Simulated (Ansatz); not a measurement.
# B$_{2}$H, doublet in cc-pVDZ: errors against full CI

Geometry: a point of a stretch scan, not a stationary point.

```tsv
atom	x (Å)	y (Å)	z (Å)
B	0.0000	0.0000	1.3662
B	0.0000	0.0000	-3.9098
H	0.0000	0.0000	2.5436
```

Basis cc-pVDZ; Ansatz 0.2.0. Correlated methods freeze the noble-gas cores, which leaves 7 electrons in 31 orbitals. Prefix R: restricted or restricted open-shell reference; prefix U: unrestricted. Active spaces: pair = (3e, 3o) about the gap; valence = (7e, 9o) chosen from the atoms' valence shells.

Full CI is exact within this basis and frozen core; it isn't the basis-set limit. The frozen core follows each run's orbitals, which can shift R against U totals by a few meV.

For open shells CISD is restricted-active-space CI with the open shells as a complete middle space.

- UHF ⟨S²⟩: 1.235
- T1 diagnostic (RCCSD): 0.0170
- largest doubles amplitude (RCCSD): 0.130

```
                   level  E − E(full CI) (kcal/mol)  share of correlation (%)    wall time
                     RHF                      95.49                      0.00            –
                    RMP2                      32.83                     65.62            –
                    CISD                       9.21                     90.36       0.69 s
                   RCCSD                       1.92                     97.99            –
                RCCSD(T)                       0.53                     99.44        1.9 s
                 BCCD(T)                       0.54                     99.44        1.7 s
                  RCCSDT                       0.04                     99.95            –
               RCCSDT(Q)                       0.01                     99.99          6 s
                 RCCSDTQ                       0.00                    100.00  51 s (H100)
     CASSCF (pair space)                      82.02                     14.11            –
     NEVPT2 (pair space)                      29.59                     69.01       0.72 s
     MRCISD (pair space)                       6.88                     92.79            –
   MRCISD+Q (pair space)                      -1.26                    101.32       0.96 s
  CASSCF (valence space)                      41.63                     56.40            –
  NEVPT2 (valence space)                      13.59                     85.76        2.5 s
  MRCISD (valence space)                       1.59                     98.34            –
MRCISD+Q (valence space)                      -0.10                    100.11          4 s
```

The correlation energy at full CI, counted from RHF, is -4.141 eV. That run took 44 s on 2 threads of AMD EPYC 7R13 with a shared H100 80 GB, shared host over 35,359,296 determinants.

Run but not shown, since their state, orbitals or frozen core can't be matched to the reference's or they repeat it: UHF, UMP2, UCCSD, UCCSD(T), UCCSDT, UCCSDT(Q), UCCSDTQ.

Times hold each run's SCF and search for its determinant on a shared host, so for small cases they say little of a method's own cost; rows without a card ran on 1 thread of AMD EPYC 7R13.

More than 5 meV below full CI, which no variational method can be: MRCISD+Q (pair space).

The full-CI state has the irrep B2 of C2v, in the program's axes (one component, if the state is degenerate).

Natural occupations of full CI about the gap: 1.960 1.878 1.856 0.987 0.066 0.065 0.052 0.052 0.020 0.009; effectively unpaired electrons, Σ n²(2−n)², 1.18.
